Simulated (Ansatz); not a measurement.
C3H5Cl, SMILES `C/C=C\Cl`. Charge 0, multiplicity 1.

```xyz
9

C    -0.1994    0.3767    1.0632
C    -0.4322    0.1648   -0.3944
C     0.3609   -0.5099   -1.2122
Cl    1.8207   -1.2620   -0.6882
H    -0.1381   -0.5774    1.5943
H     0.7474    0.8951    1.2385
H    -0.9991    0.9657    1.5111
H    -1.3229    0.5922   -0.8458
H     0.1628   -0.6452   -2.2665
```

List the harmonic frequencies (cm⁻¹, unscaled) at PBE0-D4/def2-TZVP in Ansatz. (Best estimate.)

Computed: 109i, 202, 429, 578, 699, 786, 945, 984, 1046, 1080, 1235, 1347, 1407, 1476, 1477, 1709, 3050, 3106, 3147, 3178, 3235.

Is this a minimum?

No: 1 imaginary mode, so it is a saddle point.
